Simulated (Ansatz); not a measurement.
Antifluorite Mg₂Ge

Method: Hartree–Fock in Ansatz (PAW).

Numerical settings: plane-wave cutoff 460 eV, 8×8×8 k mesh, Fermi–Dirac smearing 0.01 eV, scalar-relativistic PAW data made under PBE.

Cell (relaxed at this level):

```
Mg2Ge
1.0
    0.00000     3.24215     3.24215
    3.24215     0.00000     3.24215
    3.24215     3.24215     0.00000
Mg Ge
2 1
Direct
  0.25000   0.25000   0.25000
  0.75000   0.75000   0.75000
  0.00000   0.00000   0.00000
```

For antifluorite Mg₂Ge, the bulk modulus is 54.5 GPa and the band gap is 4.80 eV (on the SCF k mesh) (indirect). The smallest direct gap on the k points sampled comes out as 6.50 eV and the pressure derivative B′ of the bulk modulus is 3.9.

Measured, for comparison: band gap 0.74 eV (temperature not stated, not corrected to a static lattice, indirect, Γ–X; as tabulated in Ryu et al. (2019), arXiv:1905.06140).

Spin–orbit coupling is not included.

Ansatz is a first-principles code.
